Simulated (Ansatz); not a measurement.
What does this script print? It uses Ansatz 0.2.0, Python API.

Script `ch2s_ts.py`:
```python
"""Saddle point for pyramidal inversion in CH2S(-)."""

import itertools

import ansatz as az
from ase.data import atomic_numbers, covalent_radii
import numpy as np

ch2s = (
    az.Crystal.molecule()
    .atom("C", (-0.197, 0.0032, 0.3111))
    .atom("S", (1.5376, -0.0443, -0.0708))
    .atom("H", (-0.6438, 0.926, -0.1126))
    .atom("H", (-0.6967, -0.8848, -0.1277))
)

job = (
    ch2s.calculation()
    .basis(gaussian="6-31G*")
    .correlation("MP2")
    .charge(-1)
    .spin("collinear", total=1)
)
symbols = [site.symbol for site in ch2s.cartesian_sites]
start = np.array([site.position_ang for site in ch2s.cartesian_sites], dtype=float)
summary = job.relax(force_tolerance=0.005).run(threads=1).report
end = np.array(summary["positions_ang"])

# start with the apex atom pushed most of the way into the plane of its neighbours
a, b, d = end[[1, 2, 3]]
normal = np.cross(b - a, d - a)
normal /= np.linalg.norm(normal)
flat = end.copy()
flat[0] -= 0.8 * ((end[0] - a) @ normal) * normal
guess = np.zeros_like(flat)
guess[0] = normal
near = az.Crystal.molecule()
for symbol, place in zip(symbols, flat):
    near = near.atom(symbol, place.tolist())
search = (
    near.calculation()
    .basis(gaussian="6-31G*")
    .correlation("MP2")
    .charge(-1)
    .spin("collinear", total=1)
    .saddle(mode_guess=guess.tolist(), force_tolerance=0.01, max_steps=40)
)
steps = []
top = search.session().plan().execute(on_event=lambda e: steps.append(e["data"]) if e["event"] == "saddle_step" else None).report
for s in steps:
    print(f"step {s['step']:2d}  E = {s['lagrangian_ev']:.5f} eV  force {s['allowed_force_max_ev_ang']:.4f} eV/A  curvature {s['curvature_ev_ang2']:.3f} eV/A^2")
print(f"minimum {summary['free_energy_ev']:.5f} eV, saddle {top['free_energy_ev']:.5f} eV")
print(f"electronic barrier {(top['free_energy_ev'] - summary['free_energy_ev']):.2f} eV")
saddle = np.array(top["positions_ang"])
# pairs closer than 1.2 times the sum of covalent radii, before or after
radius = [covalent_radii[atomic_numbers[s]] for s in symbols]
span = lambda where, i, j: np.linalg.norm(where[i] - where[j])
bonded = [(i, j) for i, j in itertools.combinations(range(len(symbols)), 2) if min(span(end, i, j), span(saddle, i, j)) < 1.2 * (radius[i] + radius[j])]
print("pair        before    after (A)")
for i, j in bonded:
    print(f"{symbols[i]}{i}-{symbols[j]}{j}".ljust(10), f"{span(end, i, j):8.4f} {span(saddle, i, j):8.4f}")
for first, second in list(itertools.combinations(bonded, 2)):
    shared = set(first) & set(second)
    if shared and symbols[(j := shared.pop())] != "H":
        i, k = sorted((set(first) | set(second)) - {j})
        u, v = saddle[i] - saddle[j], saddle[k] - saddle[j]
        angle = np.degrees(np.arccos(np.clip(u @ v / np.linalg.norm(u) / np.linalg.norm(v), -1, 1)))
        print(f"final angle {symbols[i]}{i}-{symbols[j]}{j}-{symbols[k]}{k}: {angle:.2f} deg")
```

```console
$ python ch2s_ts.py
step  1  E = -11884.07803 eV  force 0.0889 eV/A  curvature -0.662 eV/A^2
step  2  E = -11884.07837 eV  force 0.0164 eV/A  curvature -0.470 eV/A^2
step  3  E = -11884.07836 eV  force 0.0095 eV/A  curvature -0.490 eV/A^2
minimum -11884.07927 eV, saddle -11884.07836 eV
electronic barrier 0.00 eV
pair        before    after (A)
C0-S1        1.7149   1.7133
C0-H2        1.0907   1.0898
C0-H3        1.0907   1.0898
final angle S1-C0-H2: 122.06 deg
final angle S1-C0-H3: 122.06 deg
final angle H2-C0-H3: 115.82 deg
```

Caveats:
- Total energies depend on the basis set; only differences at equal settings carry meaning.
- The energies are electronic: no zero-point or thermal terms, and the basis set is short of its limit. No separate frequency run checks the order of the saddle point.
- The run takes the species as open-shell (spin multiplicity 2), which needn't be its ground state.
- Anions want diffuse functions, which this basis lacks.
- Timing: 16 s on 1 thread of Arm Neoverse V2, on a shared host, peak memory 0.17 GiB.
